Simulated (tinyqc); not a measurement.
Stretching all distances: RHF, UHF, MP2, CISD and CCSD against full CI in the sto-3g basis, for LiH, spin multiplicity 1. Computed by the program tinyqc with PySCF. All coordinates are multiplied by the scale. c0^2 is the weight of the RHF determinant in the lowest singlet FCI state (UHF is spin-contaminated and may lie near states of higher spin) and n(LUMO) the first natural occupation beyond the occupied space.

Geometry (angstrom):
```
atom       x       y       z
Li    0.0000  0.0000  0.0000
H     0.0000  0.0000  1.4980
```

Full CI energy (hartree) and errors against it (kcal/mol):
```
scale  distance 1-2 (angstrom)    E(FCI)     RHF     UHF     MP2   CISD   CCSD  <S^2> UHF   c0^2  n(LUMO)
0.920                    1.378  -7.87694  11.123  11.123   3.854  0.007  0.005      0.000  0.980    0.032
1.160                    1.738  -7.87778  14.481  14.481   5.594  0.010  0.008      0.000  0.968    0.054
1.400                    2.097  -7.85368  21.077  20.542   9.126  0.016  0.013      0.216  0.938    0.105
1.640                    2.457  -7.82665  31.601  16.654  14.944  0.028  0.024      0.733  0.874    0.209
1.870                    2.801  -7.80671  45.723   9.830  22.586  0.045  0.040      0.887  0.779    0.366
2.110                    3.161  -7.79421  63.219   4.903  30.734  0.065  0.059      0.951  0.677    0.549
2.350                    3.520  -7.78787  80.570   2.342  35.827  0.079  0.071      0.978  0.607    0.698
```

What does the comparison show, and why?

UHF parts from RHF first at scale 1.4 of those listed, where <S^2> leaves zero. The weight c0^2 goes from 0.98 to 0.61 and n(LUMO) from 0.03 to 0.70: static correlation grows as the bonds break into open-shell fragments. The spread of the error along the curve, which distorts its shape, is CCSD 0.1, CISD 0.1, UHF 18.2, MP2 32.0, RHF 69.4 kcal/mol.
